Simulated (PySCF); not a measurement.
Gas-phase reaction: BCl2NH2 ⇌ BCl2 + H2 + N

Method: PySCF energies plus ideal-gas RRHO corrections (1 bar). † marks an energy on the PBE0/def2-TZVP geometry and frequencies; other levels use their own. 6-31G* has spherical d functions here. Open shells (unrestricted): BCl2 (multiplicity 2), N (multiplicity 4); the rest are closed-shell singlets. BCl2NH2: computed as isolated molecules; such fragments, hydroxides, amides, oligomers or adducts are transient or little studied in the gas. The harmonic model lacks anharmonicity and excited electronic states, which grow with temperature; levels with a mode under 35 cm⁻¹ are left out. Internal rotation in BCl2NH2 is treated as a harmonic vibration of one conformer, which makes the entropy rough.

```tsv
level	ΔE electronic, kJ	ΔH°(298 K), kJ	ΔS°(298 K), J/K	ΔG°(2000 K), kJ
HF/6-31G*	582	539	262	-4
M06-2X/def2-TZVP†	889	850	260	314
PBE0/def2-QZVP†	899	859	260	323
PBE0/def2-SVP†	912	873	260	337
PBE0/def2-TZVP	894	855	260	319
```
ΔH° is lowest at HF/6-31G* and highest at PBE0/def2-SVP†. No reference value is set beside these.
